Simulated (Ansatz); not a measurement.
# Structure relaxation of Nb2Sb3

Theory: Ansatz, DFT PBE, scalar-relativistic, plane waves, PAW. Cutoff 420 eV, Γ-centred k mesh, Gaussian smearing, no spin polarisation in the final step.

Nb2Sb3 was placed on the A-type sesquioxide structure type (P-3m1, No. 164), with Nb in place of La, Sb in place of O, at a guessed volume.

```
CELL_PARAMETERS angstrom
4.37413 0.00000 0.00000
-2.18707 3.78811 0.00000
0.00000 0.00000 6.80544
ATOMIC_POSITIONS crystal
Nb 0.33333 0.66667 0.24500
Nb 0.66667 0.33333 0.75500
Sb 0.00000 0.00000 0.00000
Sb 0.33333 0.66667 0.64500
Sb 0.66667 0.33333 0.35500
```

Cell and atoms relax at zero pressure; the relaxation can't lower the symmetry of the start. After a coarse first stage the cell is made exact in the group found at 0.06 Å.

Formation energies are uncorrected and refer to the elements' standard structures at the same level.

(1) Describe the relaxed structure.

(2) What are its volume, energy, density and gap?

Answers

(1) It keeps P-3m1 (No. 164), but not the shape of the type it started on. Conventional cell: a = 4.924 Å, c = 5.623 Å. Nb has 5 Sb at 2.75–2.92 Å, 3 Nb at 3.13 Å and 3 Sb at 3.19 Å; Sb on Wyckoff site a (1 atom of the primitive cell) is coordinated by 6 Nb at 2.92 Å and 6 Sb at 3.53 Å; Sb on Wyckoff site d (2 atoms of the primitive cell) has 2 Nb at 2.75–2.87 Å, 3 Sb at 3.18 Å, 3 Nb at 3.19 Å and 3 Sb at 3.53 Å.

```xyz
5
Lattice="4.9238 0.0000 0.0000 -2.4619 4.2641 0.0000 0.0000 0.0000 5.6231" Properties=species:S:1:pos:R:3 pbc="T T T"
Nb    0.0000    2.8428    0.6517
Nb    2.4619    1.4214    4.9714
Sb    0.0000    0.0000    0.0000
Sb    0.0000    2.8428    3.5222
Sb    2.4619    1.4214    2.1009
```

(2) The volume per atom is 23.61 Å³. The density is 7.75 g/cm³ and the energy over the elements is 0.03 eV/atom. The gap on the 12×12×8 mesh is 0 eV (a metal).

The final run used a 12×12×8 mesh on its 5-atom cell and 0.10 eV smearing. The k mesh leaves about 4 meV/atom of noise in metals. Spin–orbit coupling is left out. Symmetry constrained the relaxation, so the result can be a saddle point.

Cost: 3 runs of about 4.7 core-minutes in all, on Arm Neoverse V1 (shared hosts).